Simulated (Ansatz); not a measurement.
Geometry optimisation, RKS PBE-D4/6-31G* in Ansatz 0.2.0.

input.yaml

```yaml
crystal:
  periodic: [false, false, false]
  atoms:
    - { symbol: "N", position_ang: [-0.3912, 0.9074, -0.7783] }
    - { symbol: C, position_ang: [0.4028, -0.1159, -0.5947] }
    - { symbol: C, position_ang: [0.5047, -0.8894, 0.4736] }
    - { symbol: S, position_ang: [-0.2818, -0.6422, 1.9444] }
    - { symbol: H, position_ang: [-0.7129, 1.0669, -1.7806] }
    - { symbol: H, position_ang: [-1.2496, 0.9456, -0.1739] }
    - { symbol: H, position_ang: [1.0547, -0.3118, -1.4621] }
    - { symbol: H, position_ang: [1.2821, -1.6986, 0.4626] }
    - { symbol: H, position_ang: [-0.5203, 0.6917, 1.892] }
basis:
  gaussian: { orbitals: "6-31G*" }
hamiltonian:
  xc: pbe
  dispersion: d4
relax:
  f_tol: 0.015
  max_steps: 40
```

Run as:

```bash
$ ansatz run input.yaml --threads 1 --pin off --max-ram 2048MiB --backend cpu --events-out ev --progress --plain --runs-dir out
```

Where does it end, and by what steps?

It converged. After 10 steps the energy has fallen by 0.527 eV; H9 moved furthest, 0.79 Å.

| step | energy less start (eV) | largest force component (eV/Å) | accepted |
| --- | --- | --- | --- |
| 0 | 0.0000 | 4.186 | yes |
| 1 | -0.4009 | 1.447 | yes |
| 2 | -0.4695 | 1.018 | yes |
| 3 | -0.5012 | 0.367 | yes |
| 4 | -0.4787 | 0.274 | no |
| 5 | -0.5196 | 0.190 | yes |
| 6 | -0.5246 | 0.057 | yes |
| 7 | -0.5265 | 0.060 | yes |
| 8 | -0.5272 | 0.050 | yes |
| 9 | -0.5274 | 0.022 | yes |
| 10 | -0.5274 | 0.006 | yes |

```xyz
9
Properties=species:S:1:pos:R:3
N -0.490 0.904 -0.963
C 0.400 -0.116 -0.693
C 0.518 -0.793 0.478
S -0.657 -0.586 1.801
H -0.773 1.008 -1.936
H -1.269 0.957 -0.301
H 1.111 -0.326 -1.502
H 1.310 -1.532 0.611
H -0.061 0.438 2.487
```

Time of the run: 34 s on 1 thread of Intel(R) Xeon(R) Platinum 8259CL CPU @ 2.50GHz (Skylake/Cascade Lake), on a shared host, peak memory 0.15 GiB.
